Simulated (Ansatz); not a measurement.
Redistribution: C3H3F3 + C3H8O → C3H4F2 + C3H7FO

Species: C3H3F3 `C=C(F)C(F)F`, singlet; C3H8O (methoxyethane) `CCOC`, singlet; C3H4F2 `C=C(F)CF`, singlet; C3H7FO `CCOCF`, singlet. The partners trade F for H; both sit on C, so the bond types are kept.

Shapes, held fixed at every level: PBE0-D4/def2-TZVP. Flexible molecules stand in one conformer, not always the lowest. Programs: Ansatz 0.2.0. The zero-point and thermal change to 298 K, harmonic and unscaled (PBE0-D4/def2-TZVP), is +2.3 kJ/mol.

```json
{"level": "HF/def2-SVP", "kind": "Hartree–Fock", "ΔH(298 K) (kJ/mol)": "-9.3", "less CCSD(T)/CBS estimate": "-0.8"}
{"level": "PBE-D4/def2-TZVPP", "kind": "GGA", "ΔH(298 K) (kJ/mol)": "-6.9", "less CCSD(T)/CBS estimate": "+1.6"}
{"level": "B3LYP-D4/def2-TZVPP", "kind": "global hybrid", "ΔH(298 K) (kJ/mol)": "-8.8", "less CCSD(T)/CBS estimate": "-0.3"}
{"level": "wB97M-V/def2-TZVPP", "kind": "range-separated hybrid", "ΔH(298 K) (kJ/mol)": "-7.2", "less CCSD(T)/CBS estimate": "+1.3"}
{"level": "wB97X-V/def2-TZVPP", "kind": "range-separated hybrid", "ΔH(298 K) (kJ/mol)": "-8.2", "less CCSD(T)/CBS estimate": "+0.3"}
{"level": "CCSD(T)/def2-SVP", "kind": "coupled cluster or CI", "ΔH(298 K) (kJ/mol)": "-1.7", "less CCSD(T)/CBS estimate": "+6.8"}
{"level": "CCSD(T)/CBS estimate", "kind": "coupled cluster or CI", "ΔH(298 K) (kJ/mol)": "-8.5", "less CCSD(T)/CBS estimate": "0.0"}
```

The highest level, CCSD(T)/CBS estimate, gives ΔH(298 K) = -8.5 kJ/mol; the levels span -9.3 to -1.7. The column of differences is taken from that level and isn't an error. No measured value is set beside it here. The CBS estimate extrapolates MP2 from def2-TZVPP and def2-QZVPP and adds CCSD(T) − MP2 in the triple-zeta set, cores frozen.
